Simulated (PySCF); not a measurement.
Cartesian coordinates in Å; atom numbers follow the order of the lines, from 1:
```xyz
11

C    -2.688   -0.885   -0.169
C    -1.290   -0.500   -0.069
C    -0.103   -0.191   -0.003
C     1.243    0.203    0.096
C     2.343   -0.520   -0.405
O     2.392   -1.602   -1.007
H    -2.846   -1.961    0.038
H    -3.318   -0.338    0.557
H    -3.134   -0.695   -1.167
H     1.462    1.152    0.601
H     3.320    0.026   -0.191
```

Total charge -1.

Geometry: PBE0-D3(BJ)/def2-SVP; GIAO shifts from PySCF 2.14, gas phase, non-relativistic, averaged over equivalent atoms.

At PBE0/pcSseg-1 (127 basis functions, 9.7 s wall time on 1 thread of an x86-64 server CPU, shared host):
| atoms | δ (ppm) |
| --- | --- |
| C5 | 176.1 |
| C3 | 99.4 |
| C2 | 73.1 |
| C4 | 63.3 |
| C1 | 8.9 |
| O6 | 411.3 |
| H11 | 7.92 |
| H10 | 2.17 |
| H7/H8/H9 | 2.15 |

Referencing at the same level of theory: $^{13}$C (σ = 184.41 ppm), $^{1}$H (σ = 31.27 ppm) against TMS; H2O for $^{17}$O (σ = 334.56 ppm).

Question: Predict the values at PBE/pcSseg-2 on the same geometry.

Answer: 
```json
{"atoms": "C5", "δ at PBE/pcSseg-2": "176.7", "change": "+0.6"}
{"atoms": "C3", "δ at PBE/pcSseg-2": "100.9", "change": "+1.5"}
{"atoms": "C2", "δ at PBE/pcSseg-2": "74.4", "change": "+1.3"}
{"atoms": "C4", "δ at PBE/pcSseg-2": "67.4", "change": "+4.1"}
{"atoms": "C1", "δ at PBE/pcSseg-2": "9.9", "change": "+1.0"}
{"atoms": "O6", "δ at PBE/pcSseg-2": "399.8", "change": "-11.5"}
{"atoms": "H11", "δ at PBE/pcSseg-2": "8.76", "change": "+0.84"}
{"atoms": "H10", "δ at PBE/pcSseg-2": "2.65", "change": "+0.48"}
{"atoms": "H7/H8/H9", "δ at PBE/pcSseg-2": "2.60", "change": "+0.45"}
```

Chemical shifts δ = σref − σ; TMS for $^{13}$C (σref 179.39), $^{1}$H (σref 31.18); H2O for $^{17}$O (σref 327.88), all at this level.

The largest change is at O6 (oxygen bonded to C). Cost: 286 basis functions, 39 s wall time on 1 thread of an x86-64 server CPU, shared host. The order of the carbon signals is the same at both levels.

Unscaled 17O shifts of doubly bonded oxygen tend to come out too high, by tens of ppm or more. Experimental scales use liquid or dissolved standards, which lie at an offset from isolated H2O (liquid H2O: subtract about 36 ppm).
